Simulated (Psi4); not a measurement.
# C4H5N (3-butenenitrile) at 3 levels

We compute a comparison of 3 runs (HF/STO-3G, HF/3-21G, B3LYP/6-31G*) of C4H5N (3-butenenitrile). 

The results are computed with Psi4 1.11.

2 further runs of the same task are left out: 2 set aside as unsound or not needed.

## Step 1: The structure to begin with

C4H5N has 10 atoms, charge 0, and is taken as a singlet. As SMILES, `C=CCC#N`. The C1–H6 distance was set to 1.411 Å, away from the relaxed value.

Bond lengths: C1–C2 1.322 Å, C2–C3 1.502 Å, C3–C4 1.453 Å, C4–N5 1.149 Å, C1–H7 1.083 Å, C2–H8 1.086 Å, C3–H9 1.096 Å, C3–H10 1.096 Å. Some angles: C1–C2–C3 125.6°, C2–C3–C4 113.9°, C3–C4–N5 179.2°, C1–C2–H8 120.3°, C3–C2–H8 114.1°, C2–C1–H7 120.8°, C2–C3–H9 110.1°, C2–C3–H10 110.1°, C4–C3–H9 108.3°, C4–C3–H10 108.3°. A long bond or contact: C1–H6 1.411 Å.

## Step 2: Energy and gradient at HF/STO-3G (run 1)

The input, input.in:

```
memory 1.6 GB

molecule mol {
  C
  C 1 1.322363
  C 2 1.502199 1 125.59205
  C 3 1.453009 2 113.86211 1 -0.12447
  N 4 1.149072 2 145.53812 1 -0.21675
  H 1 1.4107 2 121.75986 3 0.04997
  H 1 1.082931 2 120.80951 3 179.9993
  H 2 1.086392 1 120.2627 7 -0.01261
  H 3 1.096026 4 108.27866 2 -122.79223
  H 3 1.096031 9 105.90373 4 115.94082
  symmetry c1
  no_reorient
  no_com
}

set puream true
set e_convergence 1e-09
set d_convergence 1e-08
set scf_type pk

result, w = gradient("scf/STO-3G", return_wfn=True)
oeprop(w, "MULLIKEN_CHARGES", "LOWDIN_CHARGES", "WIBERG_LOWDIN_INDICES", title="SCF")
```

Command:

```bash
$ psi4 -i input.in -o input.out -n 1
```

input.out:

```text
[...]
  Running in c1 symmetry.
[...]
  Nuclear repulsion =  142.502473575688384
[...]
  Multiplicity = 1
[...]
  Nalpha       = 18
  Nbeta        = 18
[...]
    Number of basis functions: 30
[...]
   @RHF iter   1:  -206.02019950963521   -3.51779e+00   1.49934e-02 DIIS/ADIIS
[...]
   @RHF iter  13:  -206.14280376878330   -5.68434e-14   2.75038e-09 DIIS
[...]
    Orbital Energies [Eh]
    ---------------------
    Doubly Occupied:
       1A    -15.348800     2A    -11.114173     3A    -11.063441
       4A    -11.047914     5A    -11.040285     6A     -1.171570
       7A     -1.049895     8A     -0.931779     9A     -0.733989
      10A     -0.648384    11A     -0.599610    12A     -0.582527
      13A     -0.528393    14A     -0.467878    15A     -0.427422
      16A     -0.409315    17A     -0.404959    18A     -0.330409
[...]
  @RHF Final Energy:  -206.14280376878330
   => Energetics <=
    Nuclear Repulsion Energy =            142.5024735756883842
    One-Electron Energy =                -561.4890661265637846
    Two-Electron Energy =                 212.8437887820921048
    Total Energy =                       -206.1428037687832955
[...]
 Multipole Moments:
 ------------------------------------------------------------------------------------
     Multipole            Electronic (a.u.)      Nuclear  (a.u.)        Total (a.u.)
 ------------------------------------------------------------------------------------
 L = 1.  Multiply by 2.5417464519 to convert [e a0] to [Debye]
 Dipole X            :         -0.0071809            0.0102620            0.0030810
 Dipole Y            :         -3.9175662            4.9659458            1.0483796
 Dipole Z            :          0.1172001            0.4325768            0.5497769
 Magnitude           :                                                    1.1837922
[...]
  -Total Gradient:
     Atom            X                  Y                   Z
    ------   -----------------  -----------------  -----------------
       1        0.000170482842     0.118799313046     0.047415990409
       2        0.000016615745    -0.013259576022     0.036932792221
       3       -0.000140711258    -0.007609575180    -0.033997277428
       4        0.000130278981     0.013825947918     0.007915890687
       5       -0.000010169640     0.014988469304     0.007726523451
       6       -0.000137807201    -0.128526725551    -0.076909917388
       7       -0.000013212505     0.001960917042     0.006193877178
       8       -0.000020218886     0.001691118338     0.001596529973
       9        0.001396001549    -0.000926181397     0.001541712253
      10       -0.001391259627    -0.000943707498     0.001583878643
[...]
  Mulliken Charges: (a.u.)
   Center  Symbol    Alpha    Beta     Spin     Total
       1     C     3.04103  3.04103  0.00000 -0.08206
       2     C     3.03142  3.03142  0.00000 -0.06284
       3     C     3.05715  3.05715  0.00000 -0.11430
       4     C     2.95938  2.95938  0.00000  0.08123
       5     N     3.60113  3.60113  0.00000 -0.20225
       6     H     0.47644  0.47644  0.00000  0.04712
       7     H     0.46497  0.46497  0.00000  0.07006
       8     H     0.46568  0.46568  0.00000  0.06864
       9     H     0.45141  0.45141  0.00000  0.09718
      10     H     0.45140  0.45140  0.00000  0.09720
[...]
```

Wall time 1.9 s (1 thread of Intel Xeon Platinum 8488C (Sapphire Rapids), shared host); peak memory 0.18 GiB.

## Step 3: Energy and gradient at HF/3-21G (run 2)

The input, c4h5n.py:

```python
import psi4

psi4.set_memory(1600000000)
psi4.set_num_threads(1)
psi4.set_output_file('c4h5n.out', False)

m = psi4.geometry("""
C
C 1 1.322363
C 2 1.502199 1 125.59205
C 3 1.453009 2 113.86211 1 -0.12447
N 4 1.149072 2 145.53812 1 -0.21675
H 1 1.4107 2 121.75986 3 0.04997
H 1 1.082931 2 120.80951 3 179.9993
H 2 1.086392 1 120.2627 7 -0.01261
H 3 1.096026 4 108.27866 2 -122.79223
H 3 1.096031 9 105.90373 4 115.94082
symmetry c1
no_reorient
no_com
""")

psi4.set_options({
    'basis': '3-21G',
    'reference': 'rhf',
    'puream': True,
    'e_convergence': 1e-09,
    'd_convergence': 1e-08,
    'scf_type': 'pk',
})

result, w = psi4.gradient("scf", return_wfn=True)
psi4.oeprop(w, "WIBERG_LOWDIN_INDICES", "MULLIKEN_CHARGES", "LOWDIN_CHARGES", title="SCF")
print('gradient / Eh bohr^-1')
print(result.np.round(6))
print(f'energy = {w.energy():.10f} Eh')
```

Command:

```bash
$ python c4h5n.py
```

c4h5n.out, shortened:

```text
[...]
  Running in c1 symmetry.
[...]
  Nuclear repulsion =  142.502473575688384
[...]
  Multiplicity = 1
[...]
  Nalpha       = 18
  Nbeta        = 18
[...]
    Number of basis functions: 55
[...]
   @RHF iter   1:  -207.49243888145116   -1.18528e+00   7.38232e-03 DIIS/ADIIS
[...]
   @RHF iter  13:  -207.59263197173752   -4.51905e-12   5.33804e-09 DIIS
[...]
  @RHF Final Energy:  -207.59263197173752
   => Energetics <=
    Nuclear Repulsion Energy =            142.5024735756883842
    One-Electron Energy =                -561.3736559657554608
    Two-Electron Energy =                 211.2785504183295586
    Total Energy =                       -207.5926319717375179
[...]
 Multipole Moments:
 ------------------------------------------------------------------------------------
     Multipole            Electronic (a.u.)      Nuclear  (a.u.)        Total (a.u.)
 ------------------------------------------------------------------------------------
 L = 1.  Multiply by 2.5417464519 to convert [e a0] to [Debye]
 Dipole X            :         -0.0066622            0.0102620            0.0035998
 Dipole Y            :         -3.6208217            4.9659458            1.3451242
 Dipole Z            :          0.3127993            0.4325768            0.7453761
 Magnitude           :                                                    1.5378418
[...]
  -Total Gradient:
     Atom            X                  Y                   Z
    ------   -----------------  -----------------  -----------------
       1        0.000132371934     0.068822235858     0.038680593781
       2        0.000005144894    -0.003598003941     0.016469941706
       3       -0.000094697466     0.004958075463    -0.017551374398
       4        0.000231224988     0.027109413768     0.016718125675
       5       -0.000163314492    -0.023445350992    -0.015614203119
       6       -0.000098494746    -0.090503793213    -0.054959111908
       7       -0.000014129982     0.011498723331     0.001146897617
       8       -0.000014890060     0.006640034181     0.005475977457
       9        0.004252972953    -0.000739100851     0.004792657276
      10       -0.004236188022    -0.000742233602     0.004840495913
[...]
  Mulliken Charges: (a.u.)
[...]
```

Standard output:

```text
gradient / Eh bohr^-1
[[ 1.3200e-04  6.8822e-02  3.8681e-02]
 [ 5.0000e-06 -3.5980e-03  1.6470e-02]
 [-9.5000e-05  4.9580e-03 -1.7551e-02]
 [ 2.3100e-04  2.7109e-02  1.6718e-02]
 [-1.6300e-04 -2.3445e-02 -1.5614e-02]
 [-9.8000e-05 -9.0504e-02 -5.4959e-02]
 [-1.4000e-05  1.1499e-02  1.1470e-03]
 [-1.5000e-05  6.6400e-03  5.4760e-03]
 [ 4.2530e-03 -7.3900e-04  4.7930e-03]
 [-4.2360e-03 -7.4200e-04  4.8400e-03]]
energy = -207.5926319717 Eh
```

It took 2.7 s on 1 thread of Intel Xeon Platinum 8488C (Sapphire Rapids), shared host; peak memory 0.2 GiB.

## Step 4: Energy and forces at B3LYP/6-31G(d) (spherical functions) (run 3)

The input, calc.py:

```python
import psi4

psi4.set_memory(1600000000)
psi4.set_num_threads(1)
psi4.set_output_file('c4h5n.out', False)

mol = psi4.geometry("""
0 1
C     -2.16387058    -1.76083546    -0.96534391
C     -0.65530222    -1.85229821     1.02472667
C      1.33079994     0.06652970     1.68197341
C      1.50484372     2.14239385    -0.10684134
N      1.62257365     3.77077085    -1.53849785
H     -2.03882552     0.23300323    -2.73046528
H     -3.54941778    -3.22953061    -1.29869160
H     -0.79041764    -3.41037740     2.35471591
H      0.96211437     0.85700214     3.56055015
H      3.18745586    -0.84337343     1.80348280
units au
symmetry c1
""")

options = {'basis': '6-31G*', 'puream': True, 'e_convergence': 1e-09, 'd_convergence': 1e-08, 'scf_type': 'pk', 'dft_radial_points': 99, 'dft_spherical_points': 590}
psi4.set_options(options)

e, wfn = psi4.gradient("b3lyp", return_wfn=True)
psi4.oeprop(wfn, "LOWDIN_CHARGES", "QUADRUPOLE", "WIBERG_LOWDIN_INDICES", title="B3LYP")
print('gradient / Eh bohr^-1')
print(e.np.round(6))
print(f'energy = {wfn.energy():.10f} Eh')
```

Command:

```bash
$ python calc.py
```

c4h5n.out, shortened:

```text
[...]
  Running in c1 symmetry.
[...]
  Nuclear repulsion =  142.502457293648035
[...]
  Multiplicity = 1
[...]
  Nalpha       = 18
  Nbeta        = 18
[...]
    Number of basis functions: 80
[...]
   @RKS iter   1:  -209.78102844223625   -5.10708e-01   9.51134e-03 ADIIS/DIIS
[...]
   @RKS iter  12:  -210.09875496464198   -3.06954e-12   4.87214e-09 DIIS
[...]
    Orbital Energies [Eh]
    ---------------------
    Doubly Occupied:
       1A    -14.331373     2A    -10.237785     3A    -10.223699
       4A    -10.213178     5A    -10.209699     6A     -0.909217
       7A     -0.826074     8A     -0.731922     9A     -0.586272
      10A     -0.515563    11A     -0.475555    12A     -0.466803
      13A     -0.424062    14A     -0.359556    15A     -0.348245
      16A     -0.331094    17A     -0.329314    18A     -0.278743
[...]
  @RKS Final Energy:  -210.09875496464198
   => Energetics <=
    Nuclear Repulsion Energy =            142.5024572936480354
    One-Electron Energy =                -563.9480659173516415
    Two-Electron Energy =                 235.8938880383109620
    DFT Exchange-Correlation Energy =     -24.5470343792493502
    Empirical Dispersion Energy =           0.0000000000000000
    VV10 Nonlocal Energy =                  0.0000000000000000
    Total Energy =                       -210.0987549646419836
[...]
  -Total Gradient:
     Atom            X                  Y                   Z
    ------   -----------------  -----------------  -----------------
       1        0.000567091760    -0.060824641230     0.059466499664
       2       -0.001137112417    -0.003066798040     0.001533382698
       3       -0.003789123969     0.000117641166    -0.004992277877
       4        0.000106704270     0.013735203894    -0.013053741732
       5       -0.002026273409    -0.021293589550     0.018012700538
       6        0.004857305844     0.070912868937    -0.062288791764
       7        0.002490290729    -0.002245268392     0.005282311251
       8        0.001024194753     0.002028305471    -0.000692435435
       9       -0.000009954153    -0.000485591233    -0.002472845892
      10       -0.002084562621     0.001122254889    -0.000797151758
[...]
 Multipole Moments:
[...]
```

The script printed:

```text
gradient / Eh bohr^-1
[[ 5.6700e-04 -6.0825e-02  5.9466e-02]
 [-1.1370e-03 -3.0670e-03  1.5330e-03]
 [-3.7890e-03  1.1800e-04 -4.9920e-03]
 [ 1.0700e-04  1.3735e-02 -1.3054e-02]
 [-2.0260e-03 -2.1294e-02  1.8013e-02]
 [ 4.8570e-03  7.0913e-02 -6.2289e-02]
 [ 2.4900e-03 -2.2450e-03  5.2820e-03]
 [ 1.0240e-03  2.0280e-03 -6.9200e-04]
 [-1.0000e-05 -4.8600e-04 -2.4730e-03]
 [-2.0850e-03  1.1220e-03 -7.9700e-04]]
energy = -210.0987549646 Eh
```

It took 26 s on 1 thread of Intel Xeon Platinum 8488C (Sapphire Rapids), shared host; peak memory 0.87 GiB.

## Step 5: All runs side by side

```
run                               level         integration grid  energy (Eh)  dipole moment (D)  HOMO energy (eV)  LUMO energy (eV)  wall time
  1                           HF/STO-3G                        –  -206.142804               3.01             -8.99              8.34      1.9 s
  2                            HF/3-21G                        –  -207.592632               3.91            -10.54              4.57      2.7 s
  3  B3LYP/6-31G* (spherical functions)  99 radial × 590 angular  -210.098755               3.83             -7.58              0.16       26 s
```

## Step 6: What came out

| quantity | value |
| --- | --- |
| run 3: total energy | -210.09875 Eh |
| run 3: dipole moment | 3.83 D |
| run 3: HOMO energy | -7.58 eV |
| run 3: LUMO energy | 0.16 eV |
| run 3: HOMO–LUMO gap | 7.75 eV |
| run 3: largest force on an atom | 4.860 eV/Å |

**Reading.** The dipole moment (its size) runs from 3.01 D (HF/STO-3G) to 3.91 D (HF/3-21G). The HOMO–LUMO gap runs from 7.75 eV (B3LYP/6-31G*) to 17.33 eV (HF/STO-3G). The two ends differ in method and basis. In run 1 the basis is minimal, so the values are rough. All runs together took 30 s, the longest 26 s.
